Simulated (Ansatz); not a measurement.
# C2H7Si: the cost of one run

Computed with Ansatz 0.2.0, Gaussian basis. Level: PBE0-D4, def2-SVP first, then def2-TZVP.

112 further runs of the same task are left out: 112 set aside as unsound or not needed.

## (1) The starting structure

The guess: 10 atoms, charge 0, spin multiplicity 2.

Atoms are counted from 1 here; the program's logs count them from 0.

Bond lengths: Si2–C3 1.927 Å, Si2–H5 1.463 Å, Si2–H6 1.490 Å, Si2–H7 1.462 Å, C3–C4 1.328 Å, C3–H8 1.080 Å, C4–H9 1.077 Å, C4–H10 1.080 Å. Angles: C3–Si2–H5 116.1°, C3–Si2–H6 100.6°, C3–Si2–H7 113.9°, H5–Si2–H6 102.7°, H5–Si2–H7 117.3°, H6–Si2–H7 102.8°, Si2–C3–C4 124.4°, Si2–C3–H8 115.3°, C4–C3–H8 120.1°, C3–C4–H9 121.8°, C3–C4–H10 122.2°, H9–C4–H10 116.0°.

Geometry (Å):

```tsv
atom	x (Å)	y (Å)	z (Å)
H1	-0.9030	1.2697	0.3439
Si2	0.8498	0.9536	-0.1290
C3	-0.2717	-0.4691	0.5278
C4	-0.9073	-1.3413	-0.2468
H5	0.5223	1.4696	-1.4580
H6	2.1204	0.2128	-0.3695
H7	1.2302	1.9278	0.8933
H8	-0.2933	-0.5822	1.6012
H9	-0.9411	-1.2296	-1.3176
H10	-1.4062	-2.2112	0.1546
```

Distances that are to change: H1–C3 1.86 Å, H1–Si2 1.84 Å.

## (2) Relaxing the guess with the reacting distances held

hold/in.yaml

```yaml
crystal:
  periodic: [false, false, false]
  atoms:
    - {symbol: H, position_ang: [-0.903000, 1.269700, 0.343900]}
    - {symbol: Si, position_ang: [0.849800, 0.953600, -0.129000]}
    - {symbol: C, position_ang: [-0.271700, -0.469100, 0.527800]}
    - {symbol: C, position_ang: [-0.907300, -1.341300, -0.246800]}
    - {symbol: H, position_ang: [0.522300, 1.469600, -1.458000]}
    - {symbol: H, position_ang: [2.120400, 0.212800, -0.369500]}
    - {symbol: H, position_ang: [1.230200, 1.927800, 0.893300]}
    - {symbol: H, position_ang: [-0.293300, -0.582200, 1.601200]}
    - {symbol: H, position_ang: [-0.941100, -1.229600, -1.317600]}
    - {symbol: H, position_ang: [-1.406200, -2.211200, 0.154600]}
basis:
  gaussian: {orbitals: def2-SVP}
magnetization: {spin_polarized: true, initial_magnetization: 1}
hamiltonian: {xc: pbe0, dispersion: d4}
relax: {f_tol: 0.04, max_steps: 150, escape_saddle: false, constraints: [{distance: [0, 2]}, {distance: [0, 1]}]}
```

Command:

```
$ ansatz run in.yaml --threads 4 --pin off --events-out ev --progress --plain --max-ram 9574MiB
```

**Question.** How long does this run take on 4 threads of Intel Xeon at 2.50GHz, shared host?

About 39 s.
